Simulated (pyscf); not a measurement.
Single points on ωB97X-D3(BJ)/def2-SVP structures (PySCF, gas phase). MP2 and CC: frozen core, UHF for open shells. ΔMP2 is the change of the MP2 total energy from the triple- to the quadruple-zeta basis.

Q: How much does it cost (ΔH, 298 K, CCSD(T)/def2-TZVPP + ΔMP2(QZVPP)) to split H₂N–SiH₂–I at its N–Si bond into NH₂• + •H₂Si–I?

A: N–Si to NH₂• + •H₂Si–I: 4.53 eV. The CCSD(T) − MP2 part came from Ansatz, without density fitting, on the same reference. The frozen core leaves the outer d or s,p core shells of the metals and heavy elements correlated in the MP2 and CC values, and def2-TZVPP describes them poorly, which can shift differences by a few kcal/mol. Elements past Kr carry the def2 core potentials, without spin-orbit coupling.
